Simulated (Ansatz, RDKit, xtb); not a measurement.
**C2H4F2: ranking a sample of isomers**

Which of a sample of isomers of C2H4F2 is the most stable in the gas at 298.15 K, and what are its properties? The sample is small against all isomers, and the most stable one of this formula need not be in it.

The funnel: GFN2-xTB relaxations, single points with a density functional, relaxations at PBE0-D3(BJ)/def2-SVP, harmonic vibrations, and a last energy at a higher level. All values are calculated.

## (1) Possible bonding patterns

Isomers were taken from a list of plausible structures; this is a sample, not all of them. That gives 2 candidates.

```tsv
label	SMILES	spin
c446	CC(F)F	singlet
c570	FCCF	singlet
```

Candidates are built by distance geometry, with a force field where one applies, in up to four conformers (letters a to d).

Q: Predict the outcome of this search (final energies at CCSD(T)/def2-TZVP).

| quantity | value |
| --- | --- |
| lowest structure found | CC(F)F, singlet, Cs |
| next finalist | FCCF, singlet, 14.6 kcal/mol higher in G |
| share at equilibrium, among the finalists | 100.0 % |
| harmonic wavenumbers, lowest and highest (PBE0-D3(BJ)/def2-SVP) | 248 and 3192 cm⁻¹ |
| rotational constants, same geometry | 0.3189, 0.3017, 0.174 cm⁻¹ |

The lowest structure found is `CC(F)F`. Among the finalists first place is clear (14.6 kcal/mol); structures outside the list aren't covered. GFN2-xTB, HF/STO-3G, r2SCAN-D4/def2-SVP, PBE0-D3(BJ)/def2-SVP, HF/def2-TZVP and MP2/def2-TZVP already put its bonding pattern lowest among the structures in one piece. Measured heats of formation are -497 kJ/mol (298.15 K; CRC Handbook of Chemistry and Physics) for c446a and -450.4 kJ/mol (298.15 K; Active Thermochemical Tables) for c570b: a difference of +46.6 kJ/mol, against +60.9 calculated. The search is not exhaustive (a finite list of starts, one conformer a finalist), so a lower isomer can't be ruled out. Only 2 drawn patterns were tried, so whole families of isomers are missing, and the result ranks this sample alone.
